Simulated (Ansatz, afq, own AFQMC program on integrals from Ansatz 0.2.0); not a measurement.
Integrals from Ansatz 0.2.0, then the random walk in our own AFQMC program (afq).

```yaml
crystal:
  periodic: [false, false, false]
  atoms:
    - {symbol: C, position_ang: [0.000000, 0.000000, 0.537661]}
    - {symbol: C, position_ang: [0.000000, 0.000000, -2.141339]}
    - {symbol: H, position_ang: [0.000000, 0.000000, 1.603678]}
basis:
  gaussian: {orbitals: 6-31G}
magnetization: {spin_polarized: false, initial_magnetization: 1}
correlation: {method: ccsd_t, electrons: outside_noble_gas, hamiltonian_folder: ham}
```

```sh
$ ansatz run in.yaml --threads 1 --pin off --events-out ev --progress --plain --max-ram 16896MiB --backend cuda --devices 0, --max-vram 18GiB
```

afq runs on the folder ham with

```
--method free --trial cisd --walkers 50 --time-step 0.05 --max-blocks 120 --target-error 0.00144 --factor-cut 1e-06 --seed 251 --times 0.0,0.4,0.8,1.6,2.4 --taylor-order 10
```

Times are imaginary, in 1/Eh. The walk had a cap of 60 s.

Output of the walk:

```
orbitals 18  electrons 5 4  factors 106 of 286
reference energy -75.77197205 Eh
CCSD correlation -0.26248410 Eh in 32 cycles, weight of the determinant in the CISD state 0.3076
repeat  energy at the last time / Eh  error
    10  -76.038391  0.002741
    20  -76.040194  0.001813
    30  -76.039682  0.001417
time / (1/Eh)  energy / Eh  error  mean overlap
  0.00  -76.034790  0.000858  3.2620
  0.40  -76.036552  0.001190  3.2633
  0.80  -76.038746  0.001210  3.2602
  1.60  -76.038732  0.001375  3.3127
  2.40  -76.039756  0.001371  3.3121
energy -76.039756 +/- 0.001371 Eh
```

The run passed its tests (error under three times the target), which doesn't prove that it has relaxed.

Against this walk (error 37.3 meV) on the same determinant: CCSD(T) 14.5 meV higher (within the noise), CCSDT(Q) 44.4 meV lower (within the noise), full CI 186.5 meV lower. The error is statistical, and a free projection of finite length keeps a remainder of its start. Full CI is exact here, so the walk's 186 meV above it is the walk's own error: what remains of the start. The determinant is a poor start (see the cautions), so the low cluster orders aren't to be relied on, and full CI is the sure value.

Cautions: remainder of the start not in the error; a spin-contaminated unrestricted determinant lies lower (UHF 4.92 eV lower, ⟨S²⟩ 2.66); the search met a lower determinant of the same kind, perhaps of another symmetry (2.01 eV lower); strong correlation (T1 0.288, weight of the determinant 0.31, largest double 0.15); the CCSD(T) amplitudes may be one of several solutions (largest double 0.15); the CCSDT(Q) amplitudes may be one of several solutions (largest double 0.56); the next higher spin lies close (full CI puts it 104 meV above); CCSDT(Q) on the UHF determinant differs (97 meV lower), perhaps since the unrestricted series falls towards higher spin; the time-step error isn't removed.

The walk took 4.4 s on 1 × NVIDIA H100 80GB HBM3 with 2 threads of AMD EPYC 7R13 Processor (Zen 3) (shared host) (the card was shared). The log's last line is the free-projection energy.

CCSDT and higher add their correlation energy to the determinant of the CCSD(T) run, since their own runs factorise the integrals more tightly (a shift of under 2 meV).
